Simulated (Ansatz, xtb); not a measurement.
# CHAlO+: where a starting geometry ends

The starting geometry of this gas-phase doublet has its atoms placed at random.

```xyz
4

C    -0.6656    0.4732    0.5154
Al    1.4256   -0.4948    0.2178
O    -1.2483    1.1880   -0.2978
H    -0.1349    0.2886   -0.2502
```

Q: Guess where an optimisation with r2SCAN-D4/def2-SVP ends from this start.

A: It ends as a structure given below by its coordinates. Distances that change by over a tenth: C1–H4 (0.95 → 1.13 Å). Contacts that open: Al2–H4 (1.81 → 3.07 Å).

The energy falls by 3.77 eV over 16 steps:

```tsv
step	E − E(last) (eV)
1	3.774
3	1.317
4	1.142
6	0.831
8	0.547
9	0.396
11	0.082
13	0.024
14	0.004
16	0.000
```

Final geometry (Å):

```xyz
4

C    -0.4295    0.4530   -0.1102
Al    1.5670   -0.2877    0.8774
O    -1.0277    1.2281    0.5399
H    -0.7331    0.0616   -1.1220
```

From the same start GFN2-xTB ends elsewhere, differing in C1–H4 (3.67 against 1.13 Å here), Al2–H4 (1.54 against 3.07 Å here).

From so rough a start the end depends on the optimiser's path, so another program may land elsewhere. No frequencies were run, so the end isn't proven a minimum. Open shells are spin-unrestricted. Run with Ansatz 0.2.0, 40 s on 2 threads of Arm Neoverse V1, with other jobs on the host.
